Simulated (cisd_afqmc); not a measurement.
Input (AFQMC/CISD/aug-cc-pVDZ; cisd_afqmc is a phaseless AFQMC code with CISD trial states that reads the integrals written by Ansatz):

Ansatz 0.2 input:
```python
import cisd_afqmc

open("ham.yaml", "w").write("""\
crystal:
  periodic: [false, false, false]
  atoms:
    - {symbol: C, position_ang: [-0.00000000, 0.00000000, -0.00000000]}
    - {symbol: H, position_ang: [0.00360112, 1.07859344, -0.02702022]}
    - {symbol: H, position_ang: [0.93257816, -0.54247982, 0.01097634]}
    - {symbol: H, position_ang: [-0.93617928, -0.53611362, 0.01604388]}
basis:
  gaussian:
    orbitals: aug-cc-pVDZ
magnetization: {spin_polarized: true, initial_magnetization: 1}
correlation: {method: ccsd, electrons: outside_noble_gas, hamiltonian_folder: ham}
""")
rep = cisd_afqmc.ansatz("ham.yaml")
e_ccsd = rep["correlation"]["coupled_cluster"]["energy"]["hartree"]
out = cisd_afqmc.run("ham", e_ccsd, trial="CISD", walkers=2000, populations=1, threads=12, dt=0.005, steps=40, early=24, settle=10, least=100,
    cut=5e-5, rank_cut=2e-4, target=0.0004, seconds=1000, seed=4, memory=62639, gpu=True)
```

Output:

```
orbitals 49, occupied [4, 3], factors 267 of 489, rank of the doubles 125 of 318
E(HF) = -39.565813
E(CCSD) on the cut factors = -39.721009, shift to the whole factors -0.000015
Energy of the trial state on the determinant = -39.720964
  tau behind 7.2 of longer steps, mean of the populations' last blocks
   2.0  -39.72426
   4.0  -39.72487
   6.0  -39.72485
   8.0  -39.72463
  10.0  -39.72483
  12.0  -39.72483
  14.0  -39.72471
  16.0  -39.72503
  18.0  -39.72501
  20.0  -39.72495
  22.0  -39.72487
blocks 100 (0 outliers left out), error by blocks joined: 1: 0.00003, 2: 0.00003, 4: 0.00004, 8: 0.00004
E(AFQMC/CISD) = -39.72486 +/- 0.00004
```
